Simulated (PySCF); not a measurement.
Bonds (- single, = double, # triple, : aromatic): N1#C2 1.160 Å, C2-C3 1.421 Å, C3=C4 1.337 Å, C4-F5 1.314 Å. C3 carries H6; C4 carries H7. Stereochemistry as in N#C/C=C/F.

- geometry: PBE0-D3(BJ)/def2-SVP
- σ from GIAO-CAM-B3LYP/pcSseg-2
- B3LYP/pcJ-1 coupling constants
- run in PySCF 2.14
- no relativistic terms, a single conformation, in vacuum

Task: List the cross peaks expected in HSQC, COSY and HMBC spectra.

Result: 

HSQC (one-bond C–H):
```
       δH          δC  $^{1}J$(C,H) (Hz)
7.48 (H7)  184.0 (C4)                213
5.41 (H6)   96.7 (C3)                181
```

COSY cross peaks (|J| ≥ 2 Hz):
```
       δH         δH  abs. J (Hz)  bonds
7.48 (H7)  5.41 (H6)         13.1      3
```

HMBC (two and three bonds, |J| ≥ 2.5 Hz):
```
       δH                   δC [abs. J in Hz]
7.48 (H7)  121.6 (C2) [4.5], 96.7 (C3) [13.2]
5.41 (H6)                   184.0 (C4) [10.2]
```

Shifts are taken against calculated references (same method and geometry level): $^{1}$H (31.34 ppm), $^{13}$C (182.55 ppm) against TMS.

Common functionals overestimate the size of one-bond C–F couplings by tens of Hz; these are unscaled. Unscaled 3J(H,H) at this level run about 10 % above measured values. Shifts are as computed, not scaled to solution data. Of 1211 compounds with measured shifts, 218 miss one by over three times the rms of a fit or turn the order of signals round; such compounds aren't used in these exercises.
